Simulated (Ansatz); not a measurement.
# Structure relaxation of LiOsRu3

These are results of DFT PBE, scalar-relativistic, plane waves, PAW (Ansatz 0.2.0), not measurements. Cutoff 420 eV, Γ-centred k mesh, Gaussian smearing, no spin polarisation in the final step.

LiOsRu3 was placed on the tetragonal perovskite structure type (P4mm, No. 99), with Li in place of Ba, Os in place of Ti, Ru in place of O, at a guessed volume.

```xyz
5
Lattice="3.7940 0.0000 0.0000 0.0000 3.7940 0.0000 0.0000 0.0000 3.8415" Properties=species:S:1:pos:R:3 pbc="T T T"
Li    0.0000    0.0000    0.0000
Ru    1.8970    1.8970    3.7455
Ru    0.0000    1.8970    1.8631
Ru    1.8970    0.0000    1.8631
Os    1.8970    1.8970    1.9784
```

Cell and atoms relax at zero pressure; the relaxation can't lower the symmetry of the start. After a coarse first stage the cell is made exact in the group found at 0.06 Å.

Formation energies are uncorrected and refer to the elements' standard structures at the same level.

Question: Which crystal results?

Answer: It keeps P4mm (No. 99), but not the shape of the type it started on. Conventional cell: a = 3.885 Å, c = 5.546 Å. Around Li lie 4 Ru at 2.91 Å, 4 Os at 3.05 Å and 8 Ru at 3.31–3.46 Å (next Li at 3.89 Å); Ru on Wyckoff site b (1 atom of the primitive cell) has 1 Os at 2.27 Å and 4 Ru at 2.60 Å (next Li at 2.91 Å); Ru on Wyckoff site c (2 atoms of the primitive cell) is coordinated by 2 Os at 2.48 Å and 6 Ru at 2.60–2.75 Å; Os has 1 Ru at 2.27 Å and 4 Ru at 2.48 Å.

```
Li Ru Os
1.0
     3.88539    0.00000    0.00000
     0.00000    3.88539    0.00000
     0.00000    0.00000    5.54620
Li Ru Os
1 3 1
Cartesian
  0.0000 0.0000 5.0563
  1.9427 1.9427 0.4610
  0.0000 1.9427 2.1925
  1.9427 0.0000 2.1925
  1.9427 1.9427 3.7413
```

Question: What are its volume, energy, density and gap?

Answer: The volume per atom is 16.75 Å³ and the density is 9.92 g/cm³. The energy over the elements is 0.74 eV/atom. The gap on the 10×10×8 mesh is 0 eV (a metal).

The final run used a 10×10×8 mesh on its 5-atom cell and 0.10 eV smearing. For metals, differences of a few meV/atom aren't resolved. Spin–orbit coupling is left out. A structure relaxed within its symmetry needn't be a true minimum.

Cost: 3 runs of about 5.7 core-minutes in all, on Arm Neoverse V1 (shared hosts).